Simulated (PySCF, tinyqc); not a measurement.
Starting guesses with plain Roothaan steps: SCF starting guesses in the sto-3g basis, for CH+, spin multiplicity 1. Computed by the program tinyqc with PySCF. RHF with one setting changed at a time; a run stops when the energy changes by less than 1e-09 hartree and the error matrix is below 1e-5. Starts: the lowest orbitals of the core Hamiltonian, of the Wolfsberg-Helmholz matrix (K = 1.75), projected atomic densities, random orbitals, and the highest orbitals of the core Hamiltonian (a deliberately bad start).

Geometry (angstrom):
```
atom,x,y,z
C,0.0000,0.0000,0.0000
H,0.0000,0.0000,1.4660
```

lowest restricted solution found by these runs and by PySCF = -37.422174 hartree

Largest element of the error matrix X^T (FDS - SDF) X:
```
iteration,core,Wolfsberg-Helmholz,atomic densities,random,highest core orbitals
1,4.2e-01,2.5e-01,3.2e-01,7.6e+00,1.5e-01
2,9.1e-02,1.9e-01,2.9e-02,2.3e-01,6.1e-01
3,1.6e-02,7.9e-02,6.4e-03,9.3e-02,5.4e-01
4,4.4e-03,2.5e-02,2.0e-03,8.6e-02,3.5e-02
5,1.3e-03,7.5e-03,5.9e-04,7.4e-02,5.2e-03
6,3.8e-04,2.2e-03,1.8e-04,6.2e-02,8.5e-04
8,3.4e-05,1.9e-04,1.6e-05,4.0e-02,7.6e-05
10,3.0e-06,1.6e-05,-,2.5e-02,6.6e-06
14,-,-,-,9.4e-03,-
20,-,-,-,2.2e-03,-
30,-,-,-,1.9e-04,-
```

How each run ends:
```
run,iterations,E (hartree),state
core,10,-37.42217,lowest found
Wolfsberg-Helmholz,11,-37.16236,higher
atomic densities,9,-37.42217,lowest found
random,43,-37.42217,lowest found
highest core orbitals,10,-37.16236,higher
```

What does the comparison show, and why?

3 of 5 runs reach the lowest restricted solution found, in 9 to 43 iterations (fastest: atomic densities). Ending on a higher stationary point: Wolfsberg-Helmholz, highest core orbitals; a small error matrix cannot reveal that, and an occupation fixed by the start is kept by symmetry or by the shape of the basin. The first errors are 4e-01, 2e-01, 3e-01, 8e+00, 1e-01; the deliberately bad start has the smallest one, so a small first error does not mark a good start. The restricted reference is unstable here: a spin-polarised solution lies 0.0082 hartree lower (PySCF), so results built on it describe a poor reference.
